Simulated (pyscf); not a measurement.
This saddle point was located with ωB97X-D3(BJ)/def2-SVP in PySCF.

```xyz
7

Cl    -0.0731     1.5277     0.9149
Si    -1.2450    -0.7589     0.2676
Cl    -0.9600    -2.7719    -0.2315
Cl    -3.1966    -0.2539    -0.1180
O     -0.3782    -0.0618    -1.1451
H      0.0281     0.8492    -0.5061
H      0.2430    -0.6415    -1.6130
```
Charge 0, spin multiplicity 2.

Surface: doublet, charge 0. Lowest wavenumbers (cm⁻¹): 828i, 47, 141, 187, 214.

Task: Name the species on either side of this saddle.

Result: Cl–Si•(Cl)–Cl (SMILES Cl[Si](Cl)Cl) + H₂O (SMILES O) ⇌ HCl (SMILES Cl) + HO–Si•(Cl)–Cl (SMILES O[Si](Cl)Cl), a four-centre exchange read from left to right: Cl–Si, H–O broken and Cl–H, O–Si formed. At ωB97M-D3(BJ)/def2-TZVP it lies +43.2 kJ/mol from the left side and +49.3 kJ/mol from the right (each side as separated species at their lowest minima found). This is the saddle that the search found; another between the same sides may lie lower.
